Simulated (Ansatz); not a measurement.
A calculation with Ansatz (development build ahead of 0.2.0).

```yaml
crystal:
  periodic: [false, false, false]
  atoms:
    - { symbol: C, position_ang: [-0.70951, 0.59668, 0.08718] }
    - { symbol: C, position_ang: [-0.4598, -0.63571, 0.50877] }
    - { symbol: C, position_ang: [0.16546, 1.49437, -0.74161] }
    - { symbol: C, position_ang: [0.76584, -1.47313, 0.27732] }
    - { symbol: H, position_ang: [-1.66731, 1.02742, 0.36586] }
    - { symbol: H, position_ang: [-1.23161, -1.11892, 1.10074] }
    - { symbol: H, position_ang: [1.10994, 1.03053, -1.01896] }
    - { symbol: H, position_ang: [-0.34962, 1.78529, -1.66089] }
    - { symbol: H, position_ang: [0.39314, 2.41633, -0.20023] }
    - { symbol: H, position_ang: [1.52453, -0.96319, -0.31276] }
    - { symbol: H, position_ang: [1.21886, -1.75954, 1.23006] }
    - { symbol: H, position_ang: [0.5017, -2.39936, -0.23971] }
basis:
  gaussian: { orbitals: def2-SVP }
magnetization:
  spin_polarized: true
  initial_magnetization: 2
hamiltonian:
  xc: hf
correlation:
  method: mp2
  frozen_orbitals: { C: 1, H: 0 }
output:
  forces: true
```

The input is written out in the form of the current development build from the run's settings.

Output:

```json
{"Converged": "yes", "Reference energy": "-155.86516 hartree", "Correlation energy": "-0.51517 hartree", "Total energy": "-156.38034 hartree", "Spin squared of the determinant": "2.022", "Stability test": "minimum"}
```

Forces (eV/Å):
```tsv
atom	Fx	Fy	Fz
C1	-1.905	10.728	-3.811
C2	2.434	-10.706	3.548
C3	-0.465	-0.632	0.497
C4	-0.706	0.600	0.089
H5	-0.126	0.206	-0.025
H6	-0.062	-0.213	0.122
H7	0.279	-0.145	-0.089
H8	-0.090	0.179	-0.362
H9	0.137	0.385	0.113
H10	0.230	0.148	-0.185
H11	0.243	-0.173	0.291
H12	0.029	-0.378	-0.187
```

Caution: another spin multiplicity may lie lower.
